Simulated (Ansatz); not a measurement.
Species, as SMILES: [Cl][Al][Cl], doublet.
Atoms: Al1, Cl2, Cl3. Bonds: Al1-Cl2, Al1-Cl3.

Basis-set convergence of the lowest harmonic wavenumber at MP2 with Ansatz (a program for electronic structure). Each level at its own minimum, finite differences of forces, unscaled; the reference is a large set that could be run, not a limit. Cartesian d functions, on some or all atoms, in 6-31G*, 6-311G**, 6-311+G**; all else is spherical. Cores are frozen. Open shells are unrestricted. No added dispersion term, no relativity. Reference: the value in aug-cc-pV(T+d)Z, 148 cm⁻¹, itself unsure by roughly 1 cm⁻¹ (its distance from def2-TZVPPD).

```csv
basis,functions,lowest harmonic wavenumber (cm⁻¹)
def2-SVP,54,___
6-31G*,57,156
6-311G**,81,156
6-311+G**,93,___
def2-TZVP,111,151
def2-TZVPP,126,151
"6-311++G(3df,3pd)",141,150
jun-cc-pV(T+d)Z,144,149
aug-cc-pV(T+d)Z,165,148
```

### Question
Some entries are withheld; supply them.

### Answer

- def2-SVP, lowest harmonic wavenumber (cm⁻¹): 160
- 6-311+G**, lowest harmonic wavenumber (cm⁻¹): 153
